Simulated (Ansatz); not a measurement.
Results of PBE (Ansatz, a program for electronic structure, plane waves, PAW) for rhombohedral A7 Bi.

Numerical settings: plane-wave cutoff 520 eV, 16×16×16 k mesh, Fermi–Dirac smearing 0.05 eV, scalar-relativistic PAW data made under PBE.

Cell (relaxed at this level):

Bi is modelled in the trigonal space group R-3m, hexagonal axes (No. 166), Pearson symbol hR2. Lattice parameters: a = b = 4.580 Å, c = 12.195 Å, α = β = 90.00°, γ = 120.00°. Bi on 6c has 3 Bi at 3.107 Å and 3 Bi at 3.594 Å (octahedral). (Neighbours: up to the widest gap in distance over summed covalent radii, below 1.35, at either atom.)
(The calculation used a cell of 2 atoms; values per cell refer to that cell.)

Q: Give the computed bulk modulus.

A: 
bulk modulus: 25.5 GPa

The run finds no gap.

Measured, for comparison: bulk modulus 32.1 GPa (copied from a table, unchecked, extrapolated to 0 K and zero-point effects removed; as tabulated in Lejaeghere et al. (2013), arXiv:1204.2733). Computed (rounded) less measured: bulk modulus not scored (unchecked).

Note: the cell comes from a level without a dispersion term, which matters for the spacing of layers, chains or molecules; the bulk modulus comes from volumes at which shape and atoms were relaxed.

Spin–orbit coupling is not included; it can shift volumes and moduli of such heavy elements.

The computed numbers hold no vibrational or temperature effects.

Cost on a shared machine: around 21 core-minutes (rough).
